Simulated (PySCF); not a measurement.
# C₅H₁₁O−: geometry, electronic excitations

Aim: predict the electronic excitations of C₅H₁₁O− (`CC(C)(C)C[O-]`).

The runs use PySCF 2.14.0, with density-fitted response routines of our own; the level of theory stands in each step. All values are computed, except where a source is named. Atoms count from 0, in the outputs and in this text.

### 1 Starting geometry

17 atoms, charge -1, multiplicity 1; geometry from: GFN2-xTB.

Bonds of the start (Å): C0–C1 1.53, C1–C2 1.52, C1–C3 1.52, C1–C4 1.60, C4–O5 1.30, C0–H6 1.09, C0–H7 1.09, C0–H8 1.09, C2–H9 1.09, C2–H10 1.09, C2–H11 1.09, C3–H12 1.09, C3–H13 1.09, C3–H14 1.09, C4–H15 1.15, C4–H16 1.15.

### 2 Optimising the geometry at PBE0-D3(BJ)/def2-SVP

What the job is given:

```
{"job": {"xc": "PBE0", "basis": "def2-SVP", "d3": "d3bj", "grid": 1, "kind": "geom"}, "charge": -1, "multiplicity": 1}
C     -0.582118    -1.296374    -0.637597
C     -0.009594    -0.015414    -0.039054
C     -0.885202     1.181331    -0.394370
C      1.407518     0.228113    -0.546704
C      0.065936    -0.087975     1.553233
O      0.545040     0.972678     2.126891
H     -0.630059    -1.236431    -1.729139
H      0.037051    -2.151973    -0.367127
H     -1.588468    -1.475943    -0.258626
H     -0.549080     2.018616     0.214948
H     -0.816537     1.444612    -1.454233
H     -1.927922     0.977032    -0.151263
H      1.832786     1.028352     0.056703
H      1.425870     0.512184    -1.603239
H      2.019394    -0.664064    -0.413722
H     -1.008051    -0.365305     1.871891
H      0.656439    -1.057410     1.761498
```

**Question.** This job is followed by: TDDFT PBE0/aug-cc-pVDZ, vertical, gas phase, core orbitals frozen in the response; TDDFT PBE0/6-31+G*, vertical, gas phase, core orbitals frozen in the response. What will the session give for the following? point group; rotational constants (main isotopes); lowest singlet (PBE0/aug-cc-pVDZ); brightest single state of those computed; lowest triplet; range of the lowest singlet.

**Answer**, as computed:

```
                                quantity                        value
                             point group                           Cs
    rotational constants (main isotopes)         4.49, 2.71, 2.71 GHz
       lowest singlet (PBE0/aug-cc-pVDZ)  2.13 eV (581 nm), f = 0.002
brightest single state of those computed  state 9, 3.14 eV, f = 0.013
                          lowest triplet                      2.12 eV
             range of the lowest singlet              2.13 to 2.86 eV
```

In words: The optimisation took 3 steps and gained 0.054 eV; among the close pairs (by a distance rule), C2–H9 changed most, from 1.089 to 1.104 Å. The first singlet state (HOMO→LUMO 0.96) lies at 2.13 eV and is weak; of the 10 states computed, the strongest absorption comes from state 9 at 3.14 eV. State 8 absorbs in the visible (427 nm). The lowest triplet lies 0.02 eV below the lowest singlet (triplets in Tamm-Dancoff, singlets in full TDDFT). The lowest singlet lies above −ε(HOMO); no detachment energy was computed, so the anion's states may not be bound. The lowest singlet runs from 2.13 eV (PBE0/aug-cc-pVDZ) to 2.86 eV (PBE0/6-31+G*), while the orbital gap spans 2.79 to 3.61 eV. The lowest state need not be the same one in every run.
